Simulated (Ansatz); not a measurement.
A made-up structure of CH2ClSi, doublet:

Si1  (-0.288, 0.562, -0.417)
C2  (0.631, -0.621, 0.717)
Cl3  (1.036, -2.195, 1.555)
H4  (-1.590, 0.123, -1.343)
H5  (0.212, 2.131, -0.512)
(Å)

It is relaxed with PBE-D4/def2-SVP and then PBE0-D4/def2-TZVP (Ansatz 0.2.0). Atoms count as bonded within 1.22 times the sum of their covalent radii (H–H: 0.88 Å). The end point is not checked to be a true minimum.

(1) Does its bonding change? (Judge from chemistry; the calculation decides.)

Results:

(1) Computed: No: no bond forms or breaks.

Where it ends: The first stage lowers the energy by 1.10 eV in 6 steps. It ends as CH₂ClSi ([SiH2][C][Cl]):
```xyz
5
angstrom
Si -0.2575 0.5024 -0.3727
C 0.5637 -0.5547 0.6406
Cl 0.9242 -1.9604 1.3883
H -1.4197 0.1097 -1.1993
H 0.1893 1.9031 -0.4569
```

Labels in which every atom is bracketed show which atoms are joined, not bond orders.

For scale, one of the runs: PBE0-D4/def2-TZVP relaxation, 117 basis functions, launched by `ansatz run in.yaml --threads 2 --pin off --events-out ev --progress --plain --max-ram 4352MiB`. The run took about 19 s on 2 CPU threads of an AMD EPYC 7B13 (shared host).
